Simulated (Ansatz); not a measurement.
The same path of AlH3O2 + H2 (8 atoms, charge 0, multiplicity 1) was run 3 times with different band settings. Lost on the way: H7–H8. Made: Al1–H7, O2–H8.

Method: Ansatz 0.2.0, RKS PBE0/6-31G*.

Relaxed end points:

```xyz
8
Properties=species:S:1:pos:R:3
Al -0.124 -0.522 -0.140
O 0.115 -0.352 1.547
H -0.633 -0.159 2.120
O 1.230 -0.887 -1.107
H 2.098 -1.000 -0.707
H -1.531 -0.362 -0.840
H 0.005 2.958 1.550
H 0.110 2.221 1.579
```

```xyz
8
Properties=species:S:1:pos:R:3
Al 0.059 0.476 -0.156
O 0.017 0.152 1.864
H -0.874 -0.133 2.117
O 1.557 -0.181 -0.710
H 1.562 -1.098 -1.000
H -1.293 -0.364 -0.408
H 0.036 2.076 -0.059
H 0.207 0.967 2.352
```

Common settings: movable images 7; climbing image yes; spring 5.0 eV/Å²; optimiser quadratic models (default); iteration limit 60; end points relaxed.

| run | start path | force threshold |
| --- | --- | --- |
| 1 | through a guess of the saddle point | 0.05 eV/Å |
| 2 | through a guess of the saddle point | 0.2 eV/Å |
| 3 | straight line | 0.05 eV/Å |

Q: What does each run give, and how far can it be trusted?

A: Run 1: converged after 15 iterations, highest image 1.110 eV above the first end. A vibrational analysis at the climbing image gives 2 clearly imaginary modes (1301i, 243i cm⁻¹): a point of higher order, so a lower path passes nearby.
Run 2: converged after 11 iterations, highest image 1.116 eV above the first end. The threshold of 0.2 eV/Å is loose, so the images may lie well off the minimum-energy path. The order of the stationary point at the top wasn't checked.
Run 3: converged after 15 iterations, highest image 1.018 eV above the first end. The profile has 2 maxima (images 5, 7) with wells between them (image 6): this band takes more than one step, which may be the mechanism or a detour left from its start path. The order of the stationary point at the top wasn't checked.
The orbitals stay closed-shell, which can raise the energy where a bond breaks towards radicals; this wasn't checked here.
